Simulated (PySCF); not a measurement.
Potential energy of NaB along the bond

Set-up: basis Na def2-TZVP, B def2-TZVP; no relativity; PySCF 2.14. Energies in eV from Na + B in their ground configurations at the same level. State: ³Π (triplet), unpaired electrons σ ↑, π ↑.

All columns are PBE0. A positive dipole means Na(−)B(+).

```json
{"R (Å)": "2.140", "E (eV)": "-0.673", "μ (D)": "-5.53", "Mulliken charge on Na (basis-dependent)": "0.60", "HOMO (eV)": "-4.00", "LUMO (eV)": "-1.62", "Mayer bond order": "0.70", "⟨S²⟩": "2.00"}
{"R (Å)": "2.240", "E (eV)": "-0.826", "μ (D)": "-5.69", "Mulliken charge on Na (basis-dependent)": "0.53", "HOMO (eV)": "-3.93", "LUMO (eV)": "-1.56", "Mayer bond order": "0.77", "⟨S²⟩": "2.00"}
{"R (Å)": "2.340", "E (eV)": "-0.911", "μ (D)": "-5.83", "Mulliken charge on Na (basis-dependent)": "0.47", "HOMO (eV)": "-3.87", "LUMO (eV)": "-1.51", "Mayer bond order": "0.82", "⟨S²⟩": "2.01"}
{"R (Å)": "2.414", "E (eV)": "-0.941", "μ (D)": "-5.91", "Mulliken charge on Na (basis-dependent)": "0.44", "HOMO (eV)": "-3.84", "LUMO (eV)": "-1.51", "Mayer bond order": "0.83", "⟨S²⟩": "2.01"}
{"R (Å)": "2.489", "E (eV)": "-0.949", "μ (D)": "-5.98", "Mulliken charge on Na (basis-dependent)": "0.41", "HOMO (eV)": "-3.82", "LUMO (eV)": "-1.55", "Mayer bond order": "0.84", "⟨S²⟩": "2.01"}
{"R (Å)": "2.564", "E (eV)": "-0.941", "μ (D)": "-6.03", "Mulliken charge on Na (basis-dependent)": "0.38", "HOMO (eV)": "-3.80", "LUMO (eV)": "-1.59", "Mayer bond order": "0.84", "⟨S²⟩": "2.01"}
{"R (Å)": "2.663", "E (eV)": "-0.911", "μ (D)": "-6.07", "Mulliken charge on Na (basis-dependent)": "0.36", "HOMO (eV)": "-3.79", "LUMO (eV)": "-1.65", "Mayer bond order": "0.82", "⟨S²⟩": "2.01"}
{"R (Å)": "2.788", "E (eV)": "-0.855", "μ (D)": "-6.07", "Mulliken charge on Na (basis-dependent)": "0.34", "HOMO (eV)": "-3.80", "LUMO (eV)": "-1.71", "Mayer bond order": "0.79", "⟨S²⟩": "2.01"}
{"R (Å)": "2.937", "E (eV)": "-0.771", "μ (D)": "-6.00", "Mulliken charge on Na (basis-dependent)": "0.33", "HOMO (eV)": "-3.82", "LUMO (eV)": "-1.78", "Mayer bond order": "0.74", "⟨S²⟩": "2.01"}
{"R (Å)": "3.136", "E (eV)": "-0.652", "μ (D)": "-5.80", "Mulliken charge on Na (basis-dependent)": "0.31", "HOMO (eV)": "-3.89", "LUMO (eV)": "-1.86", "Mayer bond order": "0.67", "⟨S²⟩": "2.01"}
```

A fit through these points gives, at Re = 2.486 Å, μ = -5.98 D and dμ/dR = -0.781 D/Å; the reduced mass is 7.444 u.

Task: How strong is the fundamental in the double-harmonic approximation, I = 42.26·(dμ/dR)²/μred km/mol?

Result: I = 42.26·(-0.781)²/7.444 = 3.46 km/mol at PBE0.

The state is the lowest determinant that a PBE0 search found; another state may lie lower at other levels.
